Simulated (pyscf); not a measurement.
Structures and frequencies: ωB97X-D3(BJ)/def2-SVP in PySCF. Correlated levels are frozen-core, on RHF or UHF. ΔMP2 is the change of the MP2 total energy from the triple- to the quadruple-zeta basis.

Problem. Estimate the classical barrier height and the reaction energy of Cl–BH–Cl (SMILES ClBCl) + HF (SMILES F) → HCl (SMILES Cl) + F–BH–Cl (SMILES FBCl) at CCSD(T)/def2-TZVPP + ΔMP2(QZVPP). The step runs on the singlet surface, breaks B–Cl, F–H and forms Cl–H, B–F; take the separated reactants as zero.

Solution. ΔE‡ = 15.1 kcal/mol, ΔE = -13.0 kcal/mol. Zero-point energy shifts the barrier by -0.2 kcal/mol. It is a four-centre exchange, with an imaginary mode of 971i cm⁻¹. One saddle was located; it need not be the lowest between these sides. The CCSD(T) − MP2 part came from Ansatz, without density fitting, on the same reference.
